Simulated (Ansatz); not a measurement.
SrPt₅: computed properties

Method: DFT PBEsol, scalar-relativistic, plane waves, PAW (Ansatz).

Plane waves to 420 eV, a k mesh through Γ of 12×12×8 on the computed 6-atom cell and Gaussian smearing (0.10 eV); no spin polarisation.

The structure is relaxed at this level of theory with its symmetry kept. Whether it is the stable form of this composition wasn't checked.

```yaml
crystal:
  lattice:
    - [5.40190, 0.00000, 0.00000]
    - [-2.70095, 4.67818, 0.00000]
    - [0.00000, 0.00000, 4.34882]
  atoms:
    - { symbol: Sr, position: [0.00000, 0.00000, 0.00000] }
    - { symbol: Pt, position: [0.50000, 0.00000, 0.50000] }
    - { symbol: Pt, position: [0.50000, 0.50000, 0.50000] }
    - { symbol: Pt, position: [0.00000, 0.50000, 0.50000] }
    - { symbol: Pt, position: [0.33333, 0.66667, 0.00000] }
    - { symbol: Pt, position: [0.66667, 0.33333, 0.00000] }
```

**Question.** Formation energy from the elements' standard states (uncorrected)?

**Answer.** -0.502 eV/atom.

**Question.** Density of states at the Fermi level?

**Answer.** 3.04 states/eV per cell.

**Question.** Löwdin character within 0.5 eV of the Fermi level?

**Answer.** Pt 5d 83 %, Pt 6s 9 %, unprojected 5 %.

**Question.** Bulk modulus?

**Answer.** 180 GPa.

**Question.** Its pressure derivative?

**Answer.** 5.3.

**Question.** Bader charges (e)?

**Answer.** Sr (1 in the cell) 1.41, Pt (3 in the cell) -0.27, Pt (2 in the cell) -0.31.

Spin-orbit coupling is left out, which matters for the bands of heavy elements.